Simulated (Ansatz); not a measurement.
Geometry optimisation, RKS BHLYP/def2-SVP (Ansatz 0.2.0).

input.yaml

```yaml
crystal:
  periodic: [false, false, false]
  atoms:
    - { symbol: O, position_ang: [-0.3473, -1.1963, -0.1185] }
    - { symbol: Al, position_ang: [0.0216, 0.6312, -0.1033] }
    - { symbol: H, position_ang: [-0.6207, -1.3738, 0.801] }
    - { symbol: H, position_ang: [0.5369, -1.5947, -0.3269] }
    - { symbol: H, position_ang: [-1.31211, 1.43455, 0.31717] }
    - { symbol: H, position_ang: [1.20433, 0.98994, 0.91906] }
    - { symbol: H, position_ang: [0.44977, 1.06773, -1.60754] }
basis:
  gaussian: { orbitals: def2-SVP }
hamiltonian:
  xc: { name: BHLYP }
relax:
  f_tol: 0.015
  max_steps: 40
```

Command:

```bash
$ ansatz run input.yaml --threads 1 --pin off --max-ram 2048MiB --backend cpu --events-out ev --progress --plain --runs-dir out
```

Where does it end, and by what steps?

The forces met the threshold. The force dipped under the threshold on the way, but the program's further checks kept it going. After 27 steps the energy has fallen by 0.578 eV; H3 moved furthest, 0.54 Å.

| step | energy less start (eV) | largest force component (eV/Å) | accepted |
| --- | --- | --- | --- |
| 0 | 0.0000 | 3.565 | yes |
| 1 | -0.4489 | 1.006 | yes |
| 2 | -0.5513 | 0.344 | yes |
| 3 | -0.5687 | 0.075 | yes |
| 4 | -0.5725 | 0.095 | yes |
| 5 | -0.5736 | 0.055 | yes |
| 6 | -0.5738 | 0.008 | yes |
| 7 | -0.5716 | 0.407 | no |
| 8 | -0.5739 | 0.015 | yes |
| 9 | -0.5733 | 0.309 | no |
| 10 | -0.5742 | 0.019 | yes |
| 11 | -0.5744 | 0.099 | yes |
| 12 | -0.5747 | 0.103 | yes |
| 13 | -0.5743 | 0.225 | no |
| 14 | -0.5749 | 0.086 | yes |
| 15 | -0.5757 | 0.036 | yes |
| 16 | -0.5744 | 0.295 | no |
| 17 | -0.5753 | 0.074 | no |
| 18 | -0.5761 | 0.008 | yes |
| 19 | -0.5764 | 0.074 | yes |
| 20 | -0.5766 | 0.079 | yes |
| 21 | -0.5768 | 0.116 | yes |
| 22 | -0.5771 | 0.091 | yes |
| 23 | -0.5775 | 0.010 | yes |
| 24 | -0.5777 | 0.040 | yes |
| 25 | -0.5777 | 0.075 | yes |
| 26 | -0.5778 | 0.031 | yes |
| 27 | -0.5780 | 0.002 | yes |

```xyz
7
Properties=species:S:1:pos:R:3
O -0.164 -1.130 -0.096
Al 0.096 0.875 -0.155
H -0.944 -1.426 0.376
H 0.576 -1.674 0.177
H -1.321 1.216 0.485
H 1.374 0.943 0.793
H 0.314 1.156 -1.698
```

Whether the end is a true minimum wasn't checked by a vibrational analysis.

Time of the run: 100 s on 1 thread of Intel(R) Xeon(R) Processor @ 2.50GHz (Skylake/Cascade Lake), on a shared host, peak memory 0.12 GiB.
